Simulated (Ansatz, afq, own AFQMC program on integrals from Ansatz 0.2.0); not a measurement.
Integrals from Ansatz 0.2.0, then the random walk in our own AFQMC program (afq).

```yaml
crystal:
  periodic: [false, false, false]
  atoms:
    - {symbol: Ge, position_ang: [0.000000, -0.025633, 3.239656]}
    - {symbol: C, position_ang: [0.000000, -0.365520, -1.222417]}
    - {symbol: H, position_ang: [0.000000, 0.391152, -2.017239]}
basis:
  gaussian: {orbitals: cc-pVDZ}
magnetization: {spin_polarized: false, initial_magnetization: 3}
correlation: {method: ccsd_t, electrons: outside_noble_gas, hamiltonian_folder: ham}
```

```sh
$ ansatz run in.yaml --threads 1 --pin off --events-out ev --progress --plain --max-ram 1382MiB
```

Options of the walk:

```
--method phaseless --trial cisd --walkers 60 --populations 1 --least-time 40 --time-step 0.005 --steps-per-block 50 --equilibration-blocks 40 --max-blocks 300 --target-error 0.00072 --factor-cut 1e-05 --start spin_pure --seed 2032 --release-times 0.24,0.51,0.99,1.62,2.4 --release-step 0.03 --release-every 4 --taylor-order 6
```

Times are imaginary, in 1/Eh. The walk had a cap of 671 s. Filled inner d shells are frozen with the cores.

Output of the walk:

```
orbitals 31  electrons 6 3  factors 195 of 506
reference energy -2113.55859181 Eh
CCSD correlation -0.16777749 Eh in 22 cycles, weight of the determinant in the CISD state 0.8891
energy of the start -2113.726365 Eh
 block  time / (1/Eh)  mean weight  energy / Eh
     1     0.250  0.9998  -2113.724218
     2     0.500  1.0003  -2113.724325
     3     0.750  0.9994  -2113.725154
     4     1.000  1.0003  -2113.726052
     5     1.250  1.0000  -2113.726234
     8     2.000  0.9982  -2113.727607
    11     2.750  0.9994  -2113.727806
    26     6.500  1.0007  -2113.728291
    41    10.250  1.0008  -2113.727000
    56    14.000  0.9993  -2113.730789
    71    17.750  0.9999  -2113.733762
    86    21.500  1.0035  -2113.734595
    91    22.750  1.0009  -2113.737189
   101    25.250  1.0001  -2113.727946
   116    29.000  0.9990  -2113.727940
   131    32.750  1.0005  -2113.728930
   146    36.500  1.0012  -2113.727656
   151    37.750  1.0001  -2113.725870
   161    40.250  0.9981  -2113.726125
   176    44.000  1.0006  -2113.734581
   191    47.750  0.9988  -2113.729996
   196    49.000  1.0002  -2113.731877
blocks merged  error / Eh  count
     1  0.000201  160
     2  0.000237  80
     4  0.000259  40
     8  0.000312  20
    16  0.000357  10
released: time / (1/Eh)  energy / Eh  error  mean overlap
  0.24  -2113.729420  0.000340  0.9999
  0.51  -2113.729522  0.000271  1.0025
  0.99  -2113.729901  0.000380  0.9941
  1.62  -2113.729781  0.000342  0.9788
  2.40  -2113.730159  0.000460  0.9516
energy -2113.728983 +/- 0.000312 Eh
(rows thinned)
```

The run passed its tests (sampling time, drift between the halves within three errors, error under three times the target), which doesn't prove that it has relaxed.

Against this walk (error 8.5 meV) on the same determinant: CCSD(T) 1.1 meV lower (within the noise), CCSDT(Q) 26.0 meV lower. The error is statistical and leaves out the bias of the constraint. Released to 2.40 1/Eh the energy lies 32 ± 15 meV (both errors) below the phaseless value, which shows part or all of the bias of the constraint, and CCSDT(Q) lies 6.0 meV above the released value. CCSDT(Q) is the surest value here, so the walk's 26 meV above it is most likely the bias of the constraint with this trial, which can have either sign.

Cautions: constraint bias not in the error; no relativity below Rb; no spin-orbit coupling; inner d shell frozen; lower spins were not checked; higher spins were not checked; a spin-contaminated unrestricted determinant lies lower (UHF 279 meV lower, ⟨S²⟩ 4.09).

The walk took 2.5 min on 1 thread of Arm Neoverse V1, on a shared host. The log's last line is the phaseless energy.

CCSDT and higher add their correlation energy to the determinant of the CCSD(T) run, since their own runs factorise the integrals more tightly (a shift of under 2 meV). A walk keeps the symmetry of its determinant, which the program's search chose and which needn't be the lowest solution, so a lower state of the same spin and another symmetry isn't excluded.
